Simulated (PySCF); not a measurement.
Problem. Give a GFN2-xTB geometry of InChI=1S/C5H11F/c1-5(2,3)4-6/h4H2,1-3H3.

Solution. 
```xyz
17
C5H11F angstrom
C     -0.6196    0.4638   -1.3432
C     -0.0071   -0.0076   -0.0231
C     -0.8821   -1.0946    0.6042
C      1.4030   -0.5513   -0.2614
C      0.0668    1.1954    0.9249
F      0.6100    0.8448    2.1378
H     -0.6863   -0.3675   -2.0404
H     -0.0097    1.2427   -1.7959
H     -1.6203    0.8605   -1.1855
H     -0.4728   -1.3979    1.5647
H     -0.9247   -1.9660   -0.0446
H     -1.8952   -0.7303    0.7608
H      1.8565   -0.8448    0.6822
H      1.3669   -1.4209   -0.9127
H      2.0324    0.2037   -0.7278
H     -0.9302    1.5969    1.1356
H      0.7052    1.9852    0.5145
```

Orientation and origin are arbitrary. Atoms count from 1 in this order. Of the pairs four or more bonds apart, F6···H13 is among the closest relative to their van der Waals radii: 2.55 Å, 96 % of the sum of Bondi's values. All 4 C–C bonds measure 1.530 to 1.533 Å.

Bonds between heavy atoms (Å): C1–C2 1.530, C2–C3 1.530, C2–C4 1.530, C2–C5 1.533, C5–F6 1.374.

Computed geometry: GFN2-xTB, gas phase.

Point group: Cs (tolerance 0.08 Å). Not checked by GFN2-xTB frequencies.
